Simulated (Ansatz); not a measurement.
Input for Ansatz (development build ahead of 0.2.0):

```yaml
crystal:
  periodic: [false, false, false]
  atoms:
    - { symbol: "N", position_ang: [1.39, 0.0, 0.0] }
    - { symbol: C, position_ang: [0.695, 1.20378, 0.0] }
    - { symbol: C, position_ang: [-0.695, 1.20378, 0.0] }
    - { symbol: C, position_ang: [-1.39, 0.0, 0.0] }
    - { symbol: C, position_ang: [-0.695, -1.20378, 0.0] }
    - { symbol: C, position_ang: [0.695, -1.20378, 0.0] }
    - { symbol: H, position_ang: [-2.475, 0.0, 0.0] }
    - { symbol: H, position_ang: [-1.2375, -2.14341, 0.0] }
    - { symbol: H, position_ang: [1.2375, -2.14341, 0.0] }
basis:
  gaussian: { orbitals: def2-SVP }
magnetization:
  spin_polarized: true
hamiltonian:
  xc: pbe0
```

The input is written out in the form of the current development build from the run's settings.

Results

```yaml
Converged: yes
Total_energy: -246.43705 hartree
Spin_squared_of_the_determinant: 0.917
Stability_test: minimum
```

Caution: the unrestricted determinant is a mixture of spin states.
